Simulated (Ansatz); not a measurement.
## BClH2O, SMILES OBCl: a comparison of dispersion corrections, step by step

Computed with Ansatz's Python interface.

Typed at the interpreter:
```pycon
>>> import ansatz as az
>>> from ase import Atoms
>>> config = {
...     "basis_set": "def2-SVP",
... }
>>> atoms = Atoms(["O", "B", "Cl", "H", "H"], positions=[
...     [-0.8313, -0.6096, -0.4916],
...     [0.3774, -0.0778, 0.0448],
...     [1.0258, 1.5497, -0.5196],
...     [-1.4984, -0.2043, 0.1085],
...     [0.9764, -0.7317, 0.8165],
... ])
>>> bclh2o = az.Crystal.molecule_from_ase(atoms)
>>> base = (
...     bclh2o.calculation()
...     .basis(gaussian=config["basis_set"])
...     .accuracy("high")  # preset for grids and thresholds
...     .scf(lower_state_search="off")
... )
>>> for name in ["revpbe", "b3lyp"]:
...     for correction in ("d3bj", "d4"):
...         rep = base.functional(name, dispersion=correction).run(threads=1).report
...         print(f"{name:8s} {correction:5s} total {rep['free_energy_ev']:.5f} eV, of which dispersion {1000 * rep['dispersion']['energy']['ev']:.2f} meV")
...
revpbe   d3bj  total -15271.19435 eV, of which dispersion -174.98 meV
revpbe   d4    total -15271.23476 eV, of which dispersion -215.39 meV
b3lyp    d3bj  total -15274.81660 eV, of which dispersion -121.05 meV
b3lyp    d4    total -15274.80160 eV, of which dispersion -106.05 meV
```

What to keep in mind:
- The settings weren't tested for convergence.
- The geometry is a force-field or estimated start, not a minimum of this method, and the basis set is short of its limit. D4 holds the three-body term, and d3bj doesn't.
- b3lyp holds the VWN-RPA fit, as in Gaussian; the form of ORCA and Turbomole is b3lyp5.
- Wall time of the script: 6.3 s on 1 thread of Arm Neoverse V2 (shared host), peak memory 0.19 GiB.
